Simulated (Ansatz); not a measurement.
**C₂H₂O (singlet): wB97M-V, B2PLYP, RPA-PBE over a series of basis sets**

One table from this session's results is given with a row withheld; the runs are named, their logs left out.

Computed with Ansatz 0.2.0, Gaussian basis. Level: all electrons in the functionals, frozen cores in the correlation of double hybrids and RPA.

To be run: wB97M-V, B2PLYP, RPA-PBE, at STO-3G; 6-31G; 6-31G*; cc-pVDZ; cc-pVTZ; cc-pVQZ.

18 further runs of the same task are left out: 1 that didn't finish, 17 set aside as unsound or not needed.

### The geometry

The geometry is an MP2(full)/6-31G* stationary point (not a proven minimum).

5 atoms, charge 0, spin multiplicity 1.

Atoms are counted from 1 here; the program's logs count them from 0.

Bond lengths: C1–C2 1.318 Å, C1–H3 1.080 Å, C1–H4 1.080 Å, C2–O5 1.180 Å. Angles: C2–C1–H3 119.6°, C2–C1–H4 119.6°, H3–C1–H4 120.7°, C1–C2–O5 180.0°.

No dispersion term is added; wB97M-V holds VV10 nonlocal correlation.

The first run:

Contents of in.yaml:

```yaml
crystal:
  periodic: [false, false, false]
  atoms:
    - {symbol: C, position_ang: [0.000000, 0.000000, -1.301788]}
    - {symbol: C, position_ang: [0.000000, 0.000000, 0.016472]}
    - {symbol: H, position_ang: [0.000000, 0.938847, -1.835672]}
    - {symbol: H, position_ang: [0.000000, -0.938847, -1.835672]}
    - {symbol: O, position_ang: [0.000000, 0.000000, 1.196172]}
basis:
  gaussian: {orbitals: STO-3G}
hamiltonian: {xc: {name: wB97M-V}}
output: {orbitals: {seedname: orbitals}}
```

Run with:

```
$ ansatz run in.yaml --threads 1 --pin off --events-out ev --progress --plain --max-ram 4096MiB --backend cpu
```

Among the steps run: wB97M-V, STO-3G; wB97M-V, 6-31G; wB97M-V, 6-31G*; wB97M-V, cc-pVDZ; wB97M-V, cc-pVTZ; wB97M-V, cc-pVQZ; B2PLYP, STO-3G; B2PLYP, 6-31G; B2PLYP, 6-31G*; B2PLYP, cc-pVDZ; B2PLYP, cc-pVTZ; B2PLYP, cc-pVQZ; RPA-PBE, STO-3G; RPA-PBE, 6-31G; RPA-PBE, 6-31G*; RPA-PBE, cc-pVDZ; RPA-PBE, cc-pVTZ; RPA-PBE, cc-pVQZ.

One table of the session follows, with a row left open; its other results are not shown here.

It belongs to the step «Against the wave-function levels». Atomisation energies, with free atoms from separate runs at the same level and basis (eV); wave-function rows come from earlier runs:

```
   level   6-31G  cc-pVDZ  cc-pVTZ  cc-pVQZ
 wB97M-V  21.934   23.011   23.201   23.224
  B2PLYP  21.021   22.406   23.029   23.170
 RPA-PBE  17.832   20.185   21.247   21.563
     RHF  14.037   15.619   15.973   16.017
RCCSD(T)       ?        ?        ?        ?
```

Q: Estimate the row for RCCSD(T) from the others.

As computed: 6-31G: 19.296; cc-pVDZ: 21.233; cc-pVTZ: 22.394; cc-pVQZ: 22.765. In the column «6-31G» it lies between RPA-PBE (17.832) and B2PLYP (21.021).

To keep in mind: Core correlation, relativity and spin-orbit terms are not in the calculated values.
